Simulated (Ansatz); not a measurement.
Born–Oppenheimer molecular dynamics of H2NOSi (5 atoms, charge -1, multiplicity 1). It starts at the highest image of a converged band, a first-order saddle point between two minima.

Level of theory: UKS B3LYP/def2-SVP in Ansatz 0.2.0.

```
ensemble                      : NVE (velocity Verlet)
time step                     : 0.5 fs
steps asked                   : 200
starting velocities drawn for : 300 K
seed                          : 12127
```

First frame:

```xyz
5
Properties=species:S:1:pos:R:3
N 0.632 -0.666 0.473
Si -0.149 0.583 -0.455
O 0.070 2.116 -0.222
H 0.431 -1.487 -0.119
H -0.983 -0.546 0.323
```

Question: How far do the bonds stretch over the last three quarters of this one trajectory? (Pairs bonded in most of those frames.)

Answer: 
```
  bond  mean (Å)  spread (Å)  shortest  longest
N1–Si2     1.655       0.036      1.57     1.71
 N1–H4     1.039       0.023      1.00     1.08
Si2–O3     1.586       0.072      1.48     1.69
Si2–H5     1.618       0.109      1.43     1.79
```

Mean temperature of the second half: 3246 K. The conserved energy stayed within 0.37 meV per atom of its start (net change -0.1 meV per atom), so the integration is sound. The system heated up, since it started high on the potential surface and ran downhill. A run of 0.1 ps of so small a system gives no equilibrium averages. The orbitals stay closed-shell, which can raise the energy where a bond breaks towards radicals; this wasn't checked here. Limits of this set-up: an anion without diffuse functions, the dipole of an ion depends on the origin.

Time of the run: 9.6 min on 1 thread of Intel(R) Xeon(R) Platinum 8259CL CPU @ 2.50GHz (Skylake/Cascade Lake), on a shared host, peak memory 0.15 GiB.
